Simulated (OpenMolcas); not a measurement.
# Potential curves of LiF⁻: spin-free states

Computed with OpenMolcas 26.06: state-averaged CASSCF(7,7) over F 2p, Li 2s 2p, XMS-CASPT2 (IPEA 0.25, imaginary shift 0.2 hartree), scalar X2C, ANO-RCC-VTZP, then RASSI spin–orbit state interaction with atomic mean-field integrals. C2 symmetry about the axis (a holds Σ, Δ, Γ; b holds Π, Φ, H; Σ⁺ and Σ⁻ are not told apart); roots by multiplicity and irrep: 2a 7, 2b 8, 4a 5, 4b 4.

XMS-CASPT2 energies in eV from the lowest point. Curves are followed by energy order within each symmetry, so they are adiabatic and may change character at avoided crossings; Σ⁺ and Σ⁻ are counted together.

| R (Å) | (1)2Σ | (1)2Π | (2)2Π | (3)2Σ | (1)4Π | (1)2Δ | (1)4Σ | (4)2Σ | (1)4Δ |
| --- | --- | --- | --- | --- | --- | --- | --- | --- | --- |
| 1.440 | 0.369 | 1.554 | 6.974 | 7.335 | 7.955 | 7.848 | 7.700 | 7.895 | 7.802 |
| 1.523 | 0.112 | 1.347 | 6.500 | 6.954 | 7.514 | 7.359 | 7.223 | 7.409 | 7.329 |
| 1.599 | 0.017 | 1.296 | 6.221 | 6.712 | 7.259 | 7.059 | 6.936 | 7.104 | 7.037 |
| 1.674 | 0.000 | 1.326 | 6.022 | 6.533 | 7.092 | 6.854 | 6.740 | 6.904 | 6.837 |
| 1.758 | 0.059 | 1.431 | 5.873 | 6.384 | 6.968 | 6.699 | 6.596 | 6.744 | 6.688 |
| 1.841 | 0.167 | 1.588 | 5.776 | 6.270 | 6.898 | 6.592 | 6.504 | 6.642 | 6.591 |
| 1.959 | 0.374 | 1.865 | 5.690 | 6.148 | 6.836 | 6.512 | 6.430 | 6.558 | 6.510 |
| 2.109 | 0.630 | 2.277 | 5.628 | 6.003 | 6.745 | 6.439 | 6.386 | 6.478 | 6.457 |
| 2.344 | 1.100 | 2.893 | 5.581 | 5.858 | 6.613 | 6.402 | 6.362 | 6.439 | 6.423 |
| 2.678 | 1.713 | 3.581 | 5.526 | 5.710 | 6.483 | 6.380 | 6.356 | 6.409 | 6.404 |
| 3.181 | 2.456 | 4.331 | 5.452 | 5.799 | 6.369 | 6.352 | 6.347 | 6.369 | 6.380 |
| 3.850 | 3.038 | 5.102 | 5.400 | 6.285 | 6.310 | 6.328 | 6.337 | 6.341 | 6.362 |

The 9 lowest clean curves are shown; the next is (2)4Σ, from 6.37 eV. Left out for impure symmetry, kinks or missing points, though low: (2)2Σ. Only roots inside an energy window near the equilibrium distance were included, so the list of states is not complete; labels number the states computed. Each spin and symmetry block has orbitals of its own, averaged over its own roots, so gaps between blocks are less sure than gaps within one and near the minimum can be off by tenths of an eV, in bad cases by more. No Rydberg orbitals are active, so Rydberg states, and σ→σ* states whose orbital the CASSCF left unused, can be missing between those listed. CASPT2 splits the two components of degenerate states numerically, here by up to 57 cm⁻¹. For an anion, states above the electron-detachment threshold (often below 1 to 3 eV) are held by the basis set and are not bound levels. At stretched bonds a block can hold a wrong CASSCF solution and miss its lowest state; points past a visible jump are left out. The CASPT2 reference weights are uneven, so some states carry less reliable energies. Points that failed a check (symmetry, reference weights, a jump) are left out.
